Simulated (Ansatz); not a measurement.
# CHNO: the cost of one run

All numbers are computed with Ansatz 0.2.0, driven from Python. Level of theory: BLYP/6-31G.

## Step 1: The structure

Bond lengths: N1–C2 1.136 Å, C2–O3 1.309 Å, O3–H4 1.031 Å. Angles: N1–C2–O3 176.1°, C2–O3–H4 111.2°.

The script holds or builds the structure itself.

## Step 2: The code

File md_chno.py:

```python
"""A short Born-Oppenheimer trajectory of CHNO."""

import ansatz as az
import numpy as np
from rdkit import Chem
from rdkit.Chem import AllChem

SETTINGS = {
    "basis_set": "6-31G",
    "functional": "blyp",
    "n_steps": 20,
    "temperature_k": 300,
}

# start geometry from RDKit
rd = Chem.AddHs(Chem.MolFromSmiles("N#CO"))
AllChem.EmbedMolecule(rd, randomSeed=136)
AllChem.UFFOptimizeMolecule(rd)
geometry = az.Crystal.molecule()
for atom, xyz in zip(rd.GetAtoms(), rd.GetConformer().GetPositions()):
    geometry = geometry.atom(atom.GetSymbol(), xyz.round(5).tolist())

model = (
    geometry.calculation()
    .basis(gaussian=SETTINGS["basis_set"])  # atom-centred Gaussian functions
    .functional(SETTINGS["functional"])
)
symbols = [site.symbol for site in geometry.cartesian_sites]
start = np.array([site.position_ang for site in geometry.cartesian_sites], dtype=float)
rep = model.relax(force_tolerance=0.02).run(threads=1).report
end = np.array(rep["positions_ang"])
minimum = az.Crystal.molecule()
for symbol, place in zip(symbols, end):
    minimum = minimum.atom(symbol, place.tolist())

# dynamics from the relaxed geometry
model = (
    minimum.calculation()
    .basis(gaussian=SETTINGS["basis_set"])
    .functional(SETTINGS["functional"])
    .md("nve", timestep=1.0, steps=SETTINGS["n_steps"], temperature=SETTINGS["temperature_k"], initial_velocities="maxwell_boltzmann", seed=19)
)
frames = []
out = model.session().plan().execute(on_event=lambda e: frames.append(e["data"]) if e["event"] == "md_step" else None)
print("t (fs)   E_pot (eV)      E_kin (eV)   T (K)   d(0-1) (A)")
for f in frames[::1]:
    xyz = np.array(f["positions_ang"])
    print(f"{f['time_fs']:6.2f} {f['lagrangian_ev']:14.5f} {f['e_kin_ev']:10.5f} {f['temperature_k']:8.1f} {np.linalg.norm(xyz[0] - xyz[1]):9.4f}")
kept = np.array([f["conserved_ev"] for f in frames])
print(f"conserved energy moves by at most {1000 * np.ptp(kept):.3f} meV")
```

## Step 3: Running it

Command:

```console
> python md_chno.py
```

Q: Estimate wall time and peak memory on 1 thread of Arm Neoverse V2, shared host.

About 18 s, with a peak of 0.23 GiB.
